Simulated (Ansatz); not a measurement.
The input, for Ansatz 0.2.0:

```yaml
crystal:
  periodic: [false, false, false]
  atoms:
    - {symbol: Si, position_ang: [0.000000, 0.000000, 0.153800]}
    - {symbol: P, position_ang: [0.000000, 0.000000, -1.790600]}
    - {symbol: H, position_ang: [0.000000, 0.000000, 1.636800]}
basis:
  gaussian: {orbitals: 6-31G}
magnetization: {spin_polarized: true, initial_magnetization: 0}
correlation: {method: ccsdtq, electrons: outside_noble_gas}
```

```sh
$ ansatz run in.yaml --threads 1 --pin off --events-out ev --progress --plain --max-ram 2393MiB
```

The program prints:

```
541 factors; integrals over basis functions are off by at most 4.6e-8 eV
mean field evaluation 1: about -17143.8894 eV, gradient 1.2e1 eV
mean field evaluation 2: about -17143.8938 eV, gradient 1.2e1 eV
mean field evaluation 4: about -17145.2175 eV, gradient 9.2e-1 eV
mean field evaluation 8: about -17145.2375 eV, gradient 6.8e-3 eV
mean field evaluation 16: about -17145.5302 eV, gradient 1.2e-1 eV
mean field evaluation 32: about -17145.5316 eV, gradient 2.1e-4 eV
mean field evaluation 64: about -17145.3962 eV, gradient 1.6e0 eV
mean field evaluation 96: about -17141.6697 eV, gradient 5.5e0 eV
mean field evaluation 128: about -17142.4720 eV, gradient 6.0e-1 eV
mean field evaluation 160: about -17142.4908 eV, gradient 1.0e-3 eV
mean field evaluation 192: about -17141.1112 eV, gradient 2.2e-4 eV
mean field evaluation 224: about -17142.4919 eV, gradient 2.0e-2 eV
mean field evaluation 256: about -17141.5801 eV, gradient 9.6e-4 eV
mean field evaluation 288: about -17142.4908 eV, gradient 1.5e-3 eV
mean field -17145.53162529 eV, -630.0866655707 hartree, gradient 1.5e-6 eV, S^2 0.823198; 5 other end points of the search recorded, 0 dependent functions left out
determinant -17145.53162529 eV, -630.0866655707 hartree, with singles and doubles -17149.10874997 eV, -630.2181224780 hartree
determinant -17142.49076545 eV, -629.9749160327 hartree, with singles and doubles -17145.19295775 eV, -630.0742197682 hartree
determinant -17145.23752241 eV, -630.0758574892 hartree, with singles and doubles -17149.12647831 eV, -630.2187739826 hartree
determinant -17145.53162529 eV, -630.0866655707 hartree, with singles and doubles -17149.11639007 eV, -630.2184032465 hartree
determinant -17145.23752241 eV, -630.0758574892 hartree, with singles and doubles -17149.12634335 eV, -630.2187690227 hartree
10 core orbitals not correlated: weight in the atoms' cores, before any rotation towards them, 1.000 or more for the frozen orbitals, at most 0.000 for the correlated occupied ones
reference -17145.23752241 eV, -630.0758574892 hartree; 5, 5 occupied and 13, 13 virtual orbitals, 541 factors
second order -3.57289934 eV of doubles, -0.00000000 eV of singles
cycle   1  -3.57353299 eV  change   -6.3e-4 eV  update   1.1e-1
cycle   2  -3.85501590 eV  change   -2.8e-1 eV  update   6.2e-2
cycle   3  -4.05259954 eV  change   -2.0e-1 eV  update   2.8e-2
cycle   4  -4.05952775 eV  change   -6.9e-3 eV  update   1.2e-2
cycle   5  -4.06869271 eV  change   -9.2e-3 eV  update   6.7e-3
cycle   6  -4.07091024 eV  change   -2.2e-3 eV  update   2.8e-3
cycle   7  -4.06817089 eV  change    2.7e-3 eV  update   1.0e-3
cycle   8  -4.06811533 eV  change    5.6e-5 eV  update   3.2e-4
cycle   9  -4.06824392 eV  change   -1.3e-4 eV  update   1.4e-4
cycle  10  -4.06823170 eV  change    1.2e-5 eV  update   4.4e-5
cycle  11  -4.06822455 eV  change    7.2e-6 eV  update   2.0e-5
cycle  12  -4.06823340 eV  change   -8.8e-6 eV  update   1.1e-5
cycle  13  -4.06822250 eV  change    1.1e-5 eV  update   4.5e-6
cycle  14  -4.06822339 eV  change   -8.9e-7 eV  update   1.7e-6
cycle  15  -4.06822477 eV  change   -1.4e-6 eV  update   5.9e-7
cycle  16  -4.06822489 eV  change   -1.3e-7 eV  update   2.8e-7
Total energy: -17149.30574731 eV, -630.2253619965 hartree
```

For the same geometry and basis full CI lies 4.9 meV lower.

Ran on 1 thread of Intel Xeon, shared host: 2.1 min wall, 0.4 GiB peak host memory.
